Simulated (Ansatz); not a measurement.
# C5H12O: up Jacob's ladder to CCSD(T)

The task here is to estimate one member of a computed series from the others.

The runs use Ansatz 0.2.0, Gaussian basis; functionals in def2-TZVPP, the program's frozen cores in correlated methods.

Levels to be run: LDA (SPW92), PBE-D4, revPBE-D4, BLYP-D4, r2SCAN-D4, B97M-V, PBE0-D4, B3LYP-D4, r2SCANh-D4, r2SCAN0-D4, HSE06-D4, BHLYP-D4, CAM-B3LYP-D4, LC-ωPBE, ωB97X-V, ωB97M-V, B2PLYP, PBE-QIDH; CCSD(T)/def2-SVP; CCSD(T)/def2-TZVPP; MP2/def2-QZVPP; extrapolation to the limit; RPA on PBE.

## Structure used throughout

An earlier PBE0-D4 in a triple-zeta def2 set relaxation fixed the geometry.

SMILES `CC(C)CCO`, 18 atoms, charge 0, spin multiplicity 1.

Atoms are counted from 1 here; the program's logs count them from 0.

Bond lengths: C1–C2 1.522 Å, C1–H7 1.093 Å, C1–H8 1.095 Å, C1–H9 1.093 Å, C2–C3 1.522 Å, C2–C4 1.526 Å, C2–H10 1.096 Å, C3–H11 1.092 Å, C3–H12 1.095 Å, C3–H13 1.093 Å, C4–C5 1.517 Å, C4–H14 1.098 Å, C4–H15 1.099 Å, C5–O6 1.414 Å, C5–H16 1.099 Å, C5–H17 1.092 Å, O6–H18 0.961 Å. Angles: C2–C1–H7 111.3°, C2–C1–H8 110.8°, C2–C1–H9 111.5°, H7–C1–H8 107.6°, H7–C1–H9 107.9°, H8–C1–H9 107.6°, C1–C2–C3 110.7°, C1–C2–C4 110.2°, C1–C2–H10 108.3°, C3–C2–C4 112.1°, C3–C2–H10 107.9°, C4–C2–H10 107.5°, C2–C3–H11 112.0°, C2–C3–H12 110.8°, C2–C3–H13 110.8°, H11–C3–H12 108.0°, H11–C3–H13 107.4°, H12–C3–H13 107.6° and more.

As a file:

```
C     0.6674   -0.8498    1.7125
C    -0.1588   -0.2105    0.6064
C    -1.1647   -1.2035    0.0429
C     0.7574    0.3547   -0.4758
C     0.0586    1.1428   -1.5675
O    -0.6929    2.2349   -1.0754
H     0.0305   -1.2220    2.5190
H     1.2435   -1.6978    1.3276
H     1.3754   -0.1378    2.1456
H    -0.7183    0.6289    1.0351
H    -1.8316   -0.7413   -0.6875
H    -0.6539   -2.0399   -0.4463
H    -1.7884   -1.6176    0.8390
H     1.3165   -0.4651   -0.9461
H     1.5107    1.0002   -0.0039
H     0.7987    1.4802   -2.3063
H    -0.6571    0.5133   -2.1010
H    -0.0929    2.8300   -0.6182
```

The first run:

Input file in.yaml:

```yaml
crystal:
  periodic: [false, false, false]
  atoms:
    - {symbol: C, position_ang: [0.667414, -0.849806, 1.712522]}
    - {symbol: C, position_ang: [-0.158793, -0.210462, 0.606359]}
    - {symbol: C, position_ang: [-1.164701, -1.203487, 0.042857]}
    - {symbol: C, position_ang: [0.757351, 0.354742, -0.475782]}
    - {symbol: C, position_ang: [0.058596, 1.142771, -1.567521]}
    - {symbol: O, position_ang: [-0.692872, 2.234901, -1.075435]}
    - {symbol: H, position_ang: [0.030518, -1.221953, 2.518990]}
    - {symbol: H, position_ang: [1.243505, -1.697838, 1.327616]}
    - {symbol: H, position_ang: [1.375355, -0.137832, 2.145576]}
    - {symbol: H, position_ang: [-0.718347, 0.628930, 1.035147]}
    - {symbol: H, position_ang: [-1.831565, -0.741288, -0.687507]}
    - {symbol: H, position_ang: [-0.653870, -2.039869, -0.446346]}
    - {symbol: H, position_ang: [-1.788425, -1.617568, 0.838957]}
    - {symbol: H, position_ang: [1.316487, -0.465098, -0.946054]}
    - {symbol: H, position_ang: [1.510704, 1.000243, -0.003857]}
    - {symbol: H, position_ang: [0.798677, 1.480239, -2.306276]}
    - {symbol: H, position_ang: [-0.657118, 0.513332, -2.101029]}
    - {symbol: H, position_ang: [-0.092922, 2.830040, -0.618207]}
basis:
  gaussian: {orbitals: def2-TZVPP}
hamiltonian: {xc: lda}
output: {orbitals: {seedname: orbitals}}
```

Command:

```bash
ansatz run in.yaml --threads 2 --pin off --events-out ev --progress --plain --max-ram 22528MiB --backend cuda --devices 0, --max-vram 18GiB
```

Among the steps run: LDA; PBE-D4 (GGA); revPBE-D4 (GGA); BLYP-D4 (GGA); r2SCAN-D4 (meta-GGA); B97M-V (meta-GGA); B3LYP-D4 (hybrid); r2SCANh-D4 (hybrid); r2SCAN0-D4 (hybrid); HSE06-D4 (hybrid); BHLYP-D4 (hybrid); CAM-B3LYP-D4 (range-separated); LC-ωPBE (range-separated); ωB97X-V (range-separated); ωB97M-V (range-separated); B2PLYP (double hybrid); PBE-QIDH (double hybrid).

One table of the session follows, with a row left open; its other results are not shown here.

It belongs to the step «Orbital energies across the functionals». 

| functional | HOMO (eV) | LUMO (eV) | gap (eV) |
| --- | --- | --- | --- |
| LDA (SPW92) | -6.28 | -0.10 | 6.18 |
| PBE-D4 | -6.13 | 0.08 | 6.21 |
| revPBE-D4 | -6.06 | 0.17 | 6.24 |
| BLYP-D4 | -6.06 | 0.06 | 6.11 |
| r2SCAN-D4 | -6.46 | 0.80 | 7.26 |
| B97M-V | -6.64 | 0.27 | 6.91 |
| PBE0-D4 | -7.76 | 0.92 | 8.68 |
| B3LYP-D4 | -7.53 | 0.57 | 8.09 |
| r2SCANh-D4 | -7.07 | 1.04 | 8.12 |
| r2SCAN0-D4 | -7.99 | 1.39 | 9.38 |
| HSE06-D4 | ? | ? | ? |
| BHLYP-D4 | -9.33 | 1.53 | 10.86 |
| CAM-B3LYP-D4 | -9.25 | 1.68 | 10.92 |
| LC-ωPBE | -10.57 | 3.00 | 13.57 |
| ωB97X-V | -10.25 | 2.79 | 13.04 |
| ωB97M-V | -10.18 | 2.35 | 12.54 |

Q: Estimate the row for HSE06-D4 from the others.

As computed: HOMO (eV): -7.35; LUMO (eV): 0.55; gap (eV): 7.90. In the column «HOMO (eV)» it lies between B3LYP-D4 (-7.53) and r2SCANh-D4 (-7.07).
